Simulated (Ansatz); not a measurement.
# CHAlO (triplet): from Hartree-Fock to the top rungs, cc-pVDZ

The task here is to estimate one member of a computed series from the others.

The runs use Ansatz 0.2.0, Gaussian basis; cc-pVDZ, core rule «outside noble gas», up to 7 orbitals frozen.

Plan: UHF; CCSD(T) on ROHF; CCSD(T) on UHF; BCCD(T) on ROHF; CISD; CCSDT(Q) on ROHF; CCSDT(Q) on UHF; CASSCF and NEVPT2, 10 electrons in 10 orbitals.

17 further runs of the same task are left out: 7 that didn't finish, 10 set aside as unsound or not needed.

### The geometry

The geometry is a PBE0/def2-TZVP stationary point (not a proven minimum) of the parent state, kept for this charge and spin.

4 atoms, charge 0, spin multiplicity 3.

Atoms are counted from 1 here; the program's logs count them from 0.

Bond lengths: Al1–C2 2.203 Å, Al1–H4 1.641 Å, C2–O3 1.130 Å. Angles: C2–Al1–H4 84.1°, Al1–C2–O3 160.0°.

Set-up of the first run:

Input file in.yaml:

```yaml
crystal:
  periodic: [false, false, false]
  atoms:
    - {symbol: Al, position_ang: [0.000000, -0.113080, 1.406118]}
    - {symbol: C, position_ang: [0.000000, 0.189159, -0.775794]}
    - {symbol: O, position_ang: [0.000000, -0.047504, -1.881062]}
    - {symbol: H, position_ang: [0.000000, 1.527034, 1.462841]}
basis:
  gaussian: {orbitals: cc-pVDZ}
magnetization: {spin_polarized: true, initial_magnetization: 2}
hamiltonian: {xc: hf}
output: {orbitals: {seedname: orbitals}}
```

Command:

```console
ansatz run in.yaml --threads 1 --pin off --events-out ev --progress --plain --max-ram 2393MiB
```

Among the steps run: UHF; CCSD(T) on ROHF; CCSD(T) on UHF; BCCD(T) on ROHF; CISD; CCSDT(Q) on ROHF; CCSDT(Q) on UHF; CASSCF and NEVPT2, 10 electrons in 10 orbitals.

One of the session's tables, all rows but one given; the rest of the session is left out.

```
         method  from UCCSDT(Q) (kcal/mol)
           ROHF                    +234.18
            UHF                    +233.34
           RMP2                     +22.22
           UMP2                     +22.14
           CISD                     +31.57
          RCCSD                     +10.20
          UCCSD                     +10.16
       RCCSD(T)                      +1.58
       UCCSD(T)                      +1.58
        BCCD(T)                      +1.50
         RCCSDT                      +0.88
         UCCSDT                          ?
      RCCSDT(Q)                      +0.11
      UCCSDT(Q)                          0
CASSCF frontier                    +146.32
NEVPT2 frontier                     +35.83
```

Estimate the missing values for UCCSDT.

As computed: from UCCSDT(Q) (kcal/mol): +0.87. In the column «from UCCSDT(Q) (kcal/mol)» it lies between RCCSDT(Q) (+0.11) and RCCSDT (+0.88).

To keep in mind: Restricted and unrestricted rows rest on different reference determinants; where their highest levels disagree by more than a few hundredths of an eV, they describe different states and don't form one ladder.
